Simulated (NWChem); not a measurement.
System: SiH$_{2}$, triplet; SMILES [SiH2]

Here is an NWChem input.

```
start job
memory heap 200 mb stack 900 mb global 1100 mb
geometry units angstroms noautoz
  Si     0.000000     0.000000     0.134441
  H      1.287307     0.000000    -0.623186
  H     -1.287307     0.000000    -0.623186
end
basis spherical
  * library def2-svp
end
dft
  odft
  mult 3
  xc xcamb88 1.00 lyp 0.81 vwn_5 0.19 hfexch 1.00
  cam 0.33 cam_alpha 0.19 cam_beta 0.46
  iterations 150
end
tddft
  cis
  nroots 6
end
task tddft energy
```

In the optimisation the excess spin sits in a1 and b2 (C2v, its own frame). The geometry was optimised at PBE0/def2-SVP, spin-unrestricted. No stability test was run on the SCF state.

Vertical excitations in the gas phase. Excited states of an open shell can be spin-contaminated.

Predict the main results of this run. (CAM-B3LYP/def2-SVP, spin-unrestricted, TDA.) Quantities: lowest excitation (eV); oscillator strength of that lowest state; lowest state with f > 0.02 (eV); oscillator strength of that bright state; lowest empty minus highest occupied level, either spin (eV).


```yaml
lowest excitation (eV): 4.78
oscillator_strength_of_that_lowest_state: 0.007
lowest state with f > 0.02 (eV): 4.87
oscillator_strength_of_that_bright_state: 0.023
lowest empty minus highest occupied level, either spin (eV): 4.52
```
